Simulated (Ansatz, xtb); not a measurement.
# Ranking isomers of FH2PSi

4 gas-phase structures of FH2PSi, found in a search over its isomers (lower ones may exist). Each was relaxed with GFN2-xTB:

A. `F[Si]P`, a triplet
B. a singlet given by its coordinates
C. a singlet given by its coordinates
D. `F[Si]P`, a singlet

C (Å):

```xyz
5

F     0.3329   -0.0193   -0.9655
P     0.3206    0.6910    2.2548
Si   -0.4323    0.6194    0.3094
H     1.5079    0.0523    1.8807
H    -1.6409    1.0402   -0.3641
```

Close contacts (Å): F1–Si3 1.62, P2–Si3 2.09, P2–H4 1.40, Si3–H5 1.45.

B (Å):

```xyz
5

F    -0.6152    2.0219   -0.7322
P     0.0590    2.1354    0.7913
Si    1.7237    0.8647    0.5569
H     2.5747    0.7193    1.7312
H     2.2762    0.0567   -0.5265
```

Close contacts (Å): F1–P2 1.67, P2–Si3 2.11, Si3–H4 1.46, Si3–H5 1.46.

Question: Estimate their order in r2SCAN-D4/def2-SVP energy at these geometries, lowest first.

Answer: Calculated order at r2SCAN-D4/def2-SVP: C (0.0), D (10.2), B (33.6), A (39.6) kcal/mol.

Energies above the lowest of each column, in kcal/mol; the last columns are at BLYP-D3(BJ)/def2-SVP geometries and were run for some of them only (a dash: not run or not comparable):

```
structure  GFN2-xTB  HF/STO-3G  r2SCAN-D4/def2-SVP  BLYP-D3(BJ)/def2-SVP  CCSD(T)/def2-TZVPP
        C       0.0       24.8                 0.0                   0.0                 0.0
        D       4.4        0.0                10.2                   4.5                 6.9
        B      14.9       41.0                33.6                     –                   –
        A         –       32.7                39.6                     –                   –
```

CCSD(T)/def2-TZVPP puts C lowest of those it was run on; HF/STO-3G picks D. Flexible structures stand in one conformer each, not always the lowest. Frequencies (BLYP-D3(BJ)/def2-SVP) were run for C, D alone. GFN2-xTB has no spin polarisation and isn't compared across spin states. Open shells are spin-unrestricted.

Programs: Ansatz 0.2.0, xtb 6.7.1.
